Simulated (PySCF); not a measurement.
Geometry (Å), atoms numbered from 1 in this order:
```xyz
11

C     1.860    1.583    0.785
C     0.885    0.735    0.661
C    -0.096   -0.120    0.532
C    -0.652   -0.532   -0.746
C    -1.648   -1.406   -0.874
H     2.895    1.255    0.799
H     1.672    2.648    0.881
H    -0.530   -0.553    1.432
H    -0.209   -0.082   -1.630
H    -2.110   -1.870   -0.008
H    -2.031   -1.685   -1.848
```

How the numbers were obtained: coordinates at the PBE0-D3(BJ)/def2-TZVP level, shieldings: GIAO B97-2/pcSseg-2, J couplings at B3LYP/pcJ-2 (without the spin–dipole term), in PySCF 2.14 (equivalent nuclei averaged, no relativistic terms, single conformer, in vacuum).

Scale: TMS for 1H (σref 31.64) (reference shieldings calculated alike).

The spectrum was simulated from the full spin Hamiltonian at 200 MHz with 0.8 Hz Lorentzian lines, from shifts rounded to 0.01 ppm and J to 0.1 Hz, couplings under 1 Hz left out.

Question: List the maxima of its 1H spectrum with integrals.

Answer: 
Maxima in ppm (height), grouped by integral:
1H: 6.687 (5), 6.680 (8), 6.673 (5), 6.628 (11), 6.621 (17), 6.613 (10), 6.595 (6), 6.588 (9), 6.581 (6), 6.571 (6), 6.562 (11), 6.555 (7), 6.537 (13), 6.530 (17), 6.522 (9), 6.519 (11), 6.486 (5), 6.474 (8), 6.470 (10), 6.463 (9)
1H: 6.271 (13), 6.267 (13), 6.230 (24), 6.226 (27), 6.212 (9), 6.207 (7), 6.204 (6), 6.190 (15), 6.185 (15), 6.174 (11), 6.170 (13), 6.166 (15), 6.158 (5), 6.139 (4), 6.133 (6), 6.125 (11), 6.120 (3)
4H: 5.462 (11), 5.450 (28), 5.439 (29), 5.427 (14), 5.370 (8), 5.368 (7), 5.358 (19), 5.348 (22), 5.337 (7), 5.323 (2), 5.231 (6), 5.226 (7), 5.216 (17), 5.213 (16), 5.204 (20), 5.195 (12), 5.189 (9), 5.173 (4), 5.167 (7), 5.163 (8), 5.156 (38), 5.144 (100), 5.135 (39), 5.131 (34), 5.125 (16), 5.115 (30), 5.107 (36), 5.102 (44), 5.095 (40), 5.090 (23), 5.083 (14), 5.081 (12)

Question: Summarise it as multiplets with assignments.

Answer: 1H NMR (200 MHz, computed): δ 6.57 (m, 1H, H9), 6.20 (m, 1H, H8), 5.40 (dq, J = 18.4, 2.3 Hz, 1H, H10), 5.18 (m, 1H, H11), 5.12 (m, 2H, H6/H7). These are first-order names; overlap and second-order distortion can hide them in the list.

Multiplet labels drop couplings under 1 Hz and merge nearly equal ones.
